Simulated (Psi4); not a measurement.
Psi4 input (wB97X-D/6-311+G**):

```
memory 1500 MB

molecule {
0 1
C     0.69937568    1.82728426    0.00054562
C     0.70156397    0.30144699    0.00086227
C    -0.70156397   -0.30144699   -0.00086227
C    -0.69937568   -1.82728426   -0.00054562
H     1.71402131    2.22985319    0.00179956
H    -1.71402131   -2.22985319   -0.00179956
H     0.18459666    2.21933891    0.88117291
H     0.18691897    2.21897643   -0.88159613
H    -0.18691897   -2.21897643    0.88159613
H    -0.18459666   -2.21933891   -0.88117291
H     1.25015028   -0.06514793   -0.87321431
H     1.24784513   -0.06478813    0.87653194
H    -1.24784513    0.06478813   -0.87653194
H    -1.25015028    0.06514793    0.87321431
symmetry c1
no_reorient
no_com
}

set {
  basis 6-311+G**
  reference rks
  scf_type df
  df_basis_scf def2-universal-jkfit
  dft_radial_points 99
  dft_spherical_points 590
  e_convergence 1e-8
  d_convergence 1e-7
  maxiter 150
}

e = energy('wb97x-d')
print_out(f'\nFINAL {e:.10f} DIPOLE {variable("CURRENT DIPOLE")[0]:.6f} {variable("CURRENT DIPOLE")[1]:.6f} {variable("CURRENT DIPOLE")[2]:.6f}\n')
```

Q: What final total energy does it give?

A: -158.45031 Eh.
